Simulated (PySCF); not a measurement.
# Ionisation energy of P by level of theory

P [Ne] 3s2 3p3 (4S) → P⁺ [Ne] 3s2 3p2 (3P), as a difference of total energies. Computed with PySCF 2.14 in aug-cc-pVDZ-DK (5s4p2d, 27 functions), with the spin-free X2C one-electron Hamiltonian (Gaussian nucleus). Correlated levels: valence: [Ne] frozen. The calculations carry no spin-orbit coupling.

```
           method  ionisation energy (eV)  error (eV)
              UHF                   9.930      -0.596
              LDA                  10.585      +0.059
              PBE                  10.496      -0.030
             PBE0                  10.538      +0.012
           r2SCAN                  10.645      +0.119
          LC-wPBE                  10.613      +0.087
            B97-3                  10.377      -0.149
             TPSS                  10.507      -0.019
            M06-L                  10.643      +0.117
    MP2 (valence)                  10.382      -0.144
SCS-MP2 (valence)                  10.225      -0.301
```

Reference: 10.526 eV (measured; NIST levels, between the centres of gravity of the two terms).

Errors of the correlated levels include the incompleteness of this basis and the frozen core.
